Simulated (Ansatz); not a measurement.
A run of Ansatz (development build ahead of 0.2.0) on singlet C₂H(-) at this shape:

```tsv
atom	x (Å)	y (Å)	z (Å)
H	0.0000	0.0000	-1.7008
C	0.0000	0.0000	-0.5334
C	0.0000	0.0000	0.8169
```

Its results:

```yaml
Converged: yes
Reference_energy: -76.16988 hartree
Correlation_energy: -0.27114 hartree
Total_energy: -76.44102 hartree
Spin_squared_of_the_determinant: 0.000
```

(1) Which input gives this output? Name the method, the orbitals and the basis set, and write the input.

## Answers

(1) RHF-MP2 in cc-pVDZ. An unrestricted run that stays on the closed shell gives the same numbers.

```yaml
crystal:
  periodic: [false, false, false]
  atoms:
    - { symbol: H, position_ang: [0.0, 0.0, -1.70081] }
    - { symbol: C, position_ang: [0.0, 0.0, -0.53343] }
    - { symbol: C, position_ang: [0.0, 0.0, 0.8169] }
basis:
  gaussian: { orbitals: cc-pVDZ }
total_charge: -1
hamiltonian:
  xc: hf
correlation:
  method: mp2
  frozen_orbitals: { C: 1, H: 0 }
```

Caution: no diffuse functions for an anion.
